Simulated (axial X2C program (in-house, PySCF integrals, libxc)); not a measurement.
**Low determinants of CF⁻ at the PBE0 level, two-component**

Calculated with an in-house relativistic program for diatomic molecules. Two-component (2c) means X2C with spin–orbit coupling and atomic mean-field two-electron Coulomb and Gaunt terms. Basis: F dyall-av3z [7s6p3d2f], C dyall-av3z [8s7p3d2f] (cores contracted in-house); Gaussian nuclei, density fitting, unrestricted open shells. Masses: F 18.998 u, C 12.000 u.

Search at 1.390 Å (vertical energies from the lowest determinant):

```json
{"ΔE (eV)": "0.00", "state": "Ω = 1", "electrons beyond evenly filled partner blocks": "ω = -1/2, ω = 3/2", "electrons in ±ω = 1/2, 3/2, 5/2, 7/2": "13 3 0 0"}
{"ΔE (eV)": "0.98", "state": "Ω = 0", "electrons beyond evenly filled partner blocks": "none", "electrons in ±ω = 1/2, 3/2, 5/2, 7/2": "14 2 0 0"}
{"ΔE (eV)": "0.99", "state": "Ω = 2", "electrons beyond evenly filled partner blocks": "ω = 1/2, ω = 3/2", "electrons in ±ω = 1/2, 3/2, 5/2, 7/2": "13 3 0 0"}
{"ΔE (eV)": "0.99", "state": "Ω = 0", "electrons beyond evenly filled partner blocks": "none", "electrons in ±ω = 1/2, 3/2, 5/2, 7/2": "12 4 0 0"}
{"ΔE (eV)": "1.98", "state": "Ω = 1", "electrons beyond evenly filled partner blocks": "2 × ω = 1/2", "electrons in ±ω = 1/2, 3/2, 5/2, 7/2": "14 2 0 0"}
{"ΔE (eV)": "2.11", "state": "Ω = 3", "electrons beyond evenly filled partner blocks": "2 × ω = 3/2", "electrons in ±ω = 1/2, 3/2, 5/2, 7/2": "12 4 0 0"}
{"ΔE (eV)": "7.24", "state": "Ω = 0", "electrons beyond evenly filled partner blocks": "3 × ω = 1/2, ω = -3/2", "electrons in ±ω = 1/2, 3/2, 5/2, 7/2": "13 3 0 0"}
```

Lowest determinant, Ω = 1 (⟨Sz⟩ = 1.00, ⟨Lz⟩ = 0.00 at PBE0): Re = 1.408 Å, ωe = 846.6 cm⁻¹.

The determinant in row 2 of the search, Ω = 0 (closed shell), was followed along the bond at PBE0; measured from the minimum of the lowest determinant it gives:

Te = 0.976 eV (7874 cm⁻¹), Re = 1.368 Å, ωe = 922.6 cm⁻¹.

Task: Compare the bond of the determinant in row 2 with that of the lowest one.

Result: At PBE0 its Re is 0.040 Å shorter and its force constant, which goes as ωe², is 1.19 times that of the lowest determinant. T0 ≈ Te + Δωe/2 = 7874 + (38) = 7912 cm⁻¹.

The search compares states at one distance, so a state with another bond length can lie lower; it is not exhaustive and yields mostly the lowest determinant of each block pattern, so other components and higher states of one pattern are missing. These are energies of single determinants, not of spin-adapted states; PBE0 term energies can be off by some tenths of an eV, and the functional has no current term. Open-shell Ω = 0 determinants with evenly filled partner blocks cannot be reached by this program, so the Ω shown need not be the lowest component. The lowest determinant need not be the ground state where others lie within half an eV. A closed-shell Ω = 0 row of a π² shell mixes the 0⁺ component of the triplet with ¹Σ⁺ and matches no level; 0⁺ can lie lowest. For an anion, determinants above electron detachment are held by the basis set. The highest occupied level of some functionals is positive through self-interaction error; at Hartree–Fock it is bound. Row 1 has a positive highest level at its minimum. Row 2 has a positive highest level at its minimum.
